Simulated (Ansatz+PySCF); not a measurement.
Two shapes of singlet H4O2.

Shape 1:

```xyz
6

O    -1.4561   -0.1570    0.0000
H    -1.9051    0.6936    0.0000
H    -0.5160    0.0878    0.0000
O     1.3735    0.1618    0.0000
H     1.5409   -0.4099   -0.7584
H     1.5409   -0.4099    0.7584
```

Shape 2:

```xyz
6

O    -1.4973   -0.1319    0.0131
H    -1.8792    0.6555   -0.0194
H    -0.5314    0.0418    0.0120
O     1.3951    0.2053   -0.0122
H     1.5683   -0.3698   -0.7470
H     1.5185   -0.3660    0.7501
```

Basis set: def2-SVP (spherical functions). Frozen core: 2 orbitals. Charge 0, multiplicity 1.

Computed with Ansatz (development build ahead of 0.2.0); each method stands on the lowest determinant of its kind that the runs found.

(1) Which shape is lower in energy, and by how much in each method?

Results:

(1)

```csv
method,E(2) − E(1) (eV)
UHF,0.167
RHF-CCSD,0.261
UHF-CCSD(T),0.267
r²SCAN (restricted),0.271
ωB97X (unrestricted),0.260
```

Shape 1 is lower.
